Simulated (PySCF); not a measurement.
## Beryllium: a sound run and one with changed settings

Sound run: Be [He] 2s2, Be⁺ [He] 2s1. Calculation: PySCF 2.14, in def2-TZVP (5s3p1d, 19 functions); no relativity, point nucleus. In the sound run the correlated levels freeze 1s2. The sound run starts from symmetry-adapted Hartree-Fock orbitals and uses a fine grid where one is needed.

Changed run: all electrons correlated in a basis built for the valence shell.

```csv
species,method,sound run (hartree),changed run (hartree),converged
Be,MP2,-14.59866,-14.62727,yes
Be,CCSD(T),-14.61767,-14.64910,yes
Be⁺,MP2,n/a,-14.30495,yes
Be⁺,CCSD(T),n/a,-14.30840,yes
```

Ionisation energy of Be:

```
 method  sound run (eV)  changed run (eV)
    UHF           8.042             8.042
    MP2           8.751             8.771
SCS-MP2           8.893             8.908
   CCSD           9.269             9.263
CCSD(T)           9.269             9.271
```

A valence basis has no tight correlating functions, so it recovers only part of the core correlation, and not evenly between atom and ion.

For comparison, NIST gives 9.323 eV between the lowest levels.
